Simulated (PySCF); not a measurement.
# CH8BP: the cost of one run

Programs: PySCF 2.14.0, with density-fitted response routines of our own. Each step states its level of theory. These are calculated values for one molecule in the gas phase, unless marked as measured. Atoms are numbered from 0 throughout.

### 1 Starting geometry

11 atoms, charge 0, multiplicity 1; geometry from: GFN2-xTB. The atoms were then displaced at random by about 0.01 Å, so the start is not that level's minimum.

Bonds of the start (Å): C0–B1 1.60, B1–P2 1.92, C0–H3 1.07, C0–H4 1.09, C0–H5 1.10, B1–H6 1.20, B1–H7 1.18, P2–H8 1.36, P2–H9 1.40, P2–H10 1.40.

### 2 Geometry optimisation at PBE0-D3(BJ)/def2-SVP

Job settings and geometry (Å):

```
{"job": {"xc": "PBE0", "basis": "def2-SVP", "d3": "d3bj", "grid": 1, "shake": 0.01, "kind": "geom"}, "charge": 0, "multiplicity": 1}
C     -1.313250     0.552220     0.036700
B     -0.386890    -0.701720     0.387980
P      1.348180    -0.165340    -0.235610
H     -2.326460     0.391210     0.336650
H     -1.021000     1.485380     0.527310
H     -1.365430     0.798860    -1.039110
H     -0.230900    -0.904050     1.558150
H     -0.610180    -1.685000    -0.230990
H      1.525230     0.177000    -1.542390
H      1.930820     0.990340     0.296630
H      2.487990    -0.964730    -0.110990
```

Started as:

```sh
$ OMP_NUM_THREADS=1 python probes_run.py task.json out
```

The driver reads the jobs from task.json and runs them one after another.

**Question.** How long does this first job take on 1 thread of Arm Neoverse V1, shared host, and how much memory does it need?

About 14 s, with a peak of 0.36 GiB.
